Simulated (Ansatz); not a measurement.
Zinc-blende BAs: PBE at its full settings (plane-wave cutoff 520 eV, 12×12×12 k mesh, Fermi–Dirac smearing 0.01 eV, scalar-relativistic PAW data made under PBE) and at cheaper ones, in a cell of 2 atoms with Γ-centred meshes.

| level and setting | equilibrium lattice constant a (Å) | bulk modulus (GPa) |
|---|---|---|
| PBE (Ansatz) | 4.809 | 131 |
| PBE (2×2×2 k mesh) (Ansatz) | 4.949 | 112 |
| PBE (4×4×4 k mesh) (Ansatz) | 4.816 | 131 |
| PBE (6×6×6 k mesh) (Ansatz) | 4.810 | 132 |
| PBE (Fermi-Dirac smearing of 0.3 eV) (Ansatz) | 4.809 | 131 |

Largest shifts from the full settings: lattice constant a +2.91 % (PBE (2×2×2 k mesh)), against a difference of +0.67 % of the full result from the reference 4.777 Å (measured, room temperature, not corrected to a static lattice; as tabulated in Lucero et al. (2012), arXiv:1111.4515); bulk modulus -14.5 % (PBE (2×2×2 k mesh)), against a difference of -7.7 % of the full result from the reference 142 GPa (measured, temperature not stated, not corrected to a static lattice; as tabulated in PMC11618452 (zinc blende boron arsenide), quoting Tian et al.).

The full settings aren't shown to be converged themselves.

Ansatz's density-functional and Hartree–Fock values are scalar-relativistic unless marked +SOC, with PAW data made under PBE.

Run with cheap settings on purpose, which may leave them unconverged: PBE (2×2×2 k mesh), PBE (4×4×4 k mesh), PBE (6×6×6 k mesh), PBE (Fermi-Dirac smearing of 0.3 eV).

Ansatz is a quantum-chemistry and plane-wave program.
